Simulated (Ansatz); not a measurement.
# Elastic constant C12 of some elemental metals

Method: PBE (plane waves, PAW; Ansatz, a first-principles code). References are measured values at low temperature. The table is a random draw of 8 from 19 solids with such references.

Values in GPa.

```csv
solid,reference,PBE,error (%)
hcp Zn,34.8¶,39.0,+12.1
fcc Pd,176¶,152,-13.6
hcp Be,27.6¶,21.2,-23
hcp Zr,67.2,65.0,-3.3
antiferromagnetic bcc Cr,88§,59.3,-33
bcc W,205¶,197,-3.9
bcc Ta,158¶,160,+1.3
fcc Au,170¶,131,-23
```

Over these 8 solids the mean error is -10.8 %, the mean absolute error 14.1 % (median 12.9 %), and the worst case antiferromagnetic bcc Cr at -33 %; the value is too low in 6 of 8 cases. Over all 19, from unrounded values, the mean error is -7.0 % and the mean absolute error 10.0 % (median 6.4 %). Caveats on values not shown: shear constants of such metals converge slowly with the k mesh (1).

All these references are low-temperature values that still hold zero-point motion.

Spin–orbit coupling is left out, also for the solids with elements from indium on (bcc W, bcc Ta, fcc Au); its size isn't shown.

§ marks references from which a value of another source on file, of any temperature and not printed here, differs by over 15 %.

¶ marks references of a special kind: hcp Zn, 34.8 GPa (measured, 0 K, extrapolated to 0 K; zero-point effects included; as tabulated in Galib et al. (2023), arXiv:2209.08184); fcc Pd, 176 GPa (measured, 0 K, extrapolated to 0 K; zero-point effects included; as tabulated in Malica and Corso (2021), arXiv:2109.00459); hcp Be, 27.6 ± 0.8 GPa (measured, 0 K, extrapolated to 0 K; as tabulated in Elastic Constants of Single Crystal Beryllium, J. Appl. Phys., doi …); bcc W, 205 GPa (measured, 0 K, extrapolated to 0 K; zero-point effects included; as tabulated in Wang et al. (2022), arXiv:2209.12322); bcc Ta, 158 GPa (measured, 0 K, extrapolated to 0 K; zero-point effects included; as tabulated in Wang et al. (2022), arXiv:2209.12322); fcc Au, 170 GPa (measured, 0 K, extrapolated to 0 K; zero-point effects included; as tabulated in Malica and Corso (2021), arXiv:2109.00459).

Differences are worked out from the printed values.

Each level is taken at its own relaxed cell. Caveats: shear constants of such metals converge slowly with the k mesh (antiferromagnetic bcc Cr, bcc W, bcc Ta); the commensurate order stands in for chromium's spin-density wave, and the size of the moments varies much between levels (antiferromagnetic bcc Cr). Ansatz's density-functional and Hartree–Fock values are scalar-relativistic unless marked +SOC, with PAW data made under PBE.

Ansatz's runs of these crystals have no spin polarisation, but for antiferromagnetic bcc Cr.

Density-functional runs with spin start from opposed moments for antiferromagnetic bcc Cr.

Not in this set, of the elemental metals with a reference value in our tables and a result at some level: 12 for a reference at room or unstated temperature; 2 for a doubt noted on the run at PBE; 1 for sources at odds. These can be a level's best or worst cases. Solids without a released value at any level aren't counted. L1₀ solids are left out, as their cells have other axes than the references. Layered and molecular crystals are counted apart. The metals Ce to Yb are counted apart.

References as tabulated in Malica and Corso (2021), arXiv:2109.00459; Wang et al. (2022), arXiv:2209.12322; Galib et al. (2023), arXiv:2209.08184; Elastic Constants of Single Crystal Beryllium, J. Appl. Phys., doi … and others.
